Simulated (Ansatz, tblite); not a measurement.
Removing an electron: the cluster Li₃H₆⁻. Total charge -1; singlet. Geometry: PBE-D4/def2-TZVPD. Ansatz, gas phase; energy differences of separate SCF runs; the oxidised species was run as a doublet alone.

Cartesian coordinates in Å:
```
Li -0.2730 -0.3827 1.6170
Li 0.3570 0.2216 -0.6445
Li -1.4011 -1.3554 -0.2397
H 1.3124 0.2051 0.9380
H -0.2557 -1.1791 -1.6410
H 1.4577 1.8525 -0.5417
H -1.2519 0.4636 0.2604
H -1.1757 -1.9634 1.4686
H 1.2304 2.1378 -1.2170
```

The xTB rows come from tblite. Correlated methods freeze no core orbitals; core or outer-core shells of Li are correlated, in sets that lack core-valence functions. In the singlet, H6 and H9 lie 0.77 Å apart (atoms count from 1), so H2 has formed as a molecule. The structure comes from a short search, and lower isomers may exist.

| level | −HOMO (eV) | vertical IE (eV) | −LUMO (eV) | HOMO–LUMO gap (eV) |
| --- | --- | --- | --- | --- |
| GFN1-xTB | 7.30 | 9.73 | 1.35 | 5.95 |
| GFN2-xTB | 4.99 | 7.28 | -1.05 | 6.04 |
| HF/def2-TZVPPD | – | 2.83 | – | – |
| PBE-D4/def2-TZVPD | 0.30 | 2.86 | -2.55 | 2.84 |
| r2SCAN-D4/def2-TZVPD | 0.45 | 2.87 | -2.99 | 3.44 |
| PBE0-D4/def2-TZVPD | 1.31 | 3.13 | -2.83 | 4.14 |
| MP2/def2-TZVPPD | – | 3.52 | – | – |
| CCSD/def2-TZVPPD | – | 3.49 | – | – |
| CCSD(T)/def2-TZVPPD | – | 3.47 | – | – |

 Raw xTB energy differences between charge states are shifted by several eV; the methods need an empirical correction for them.
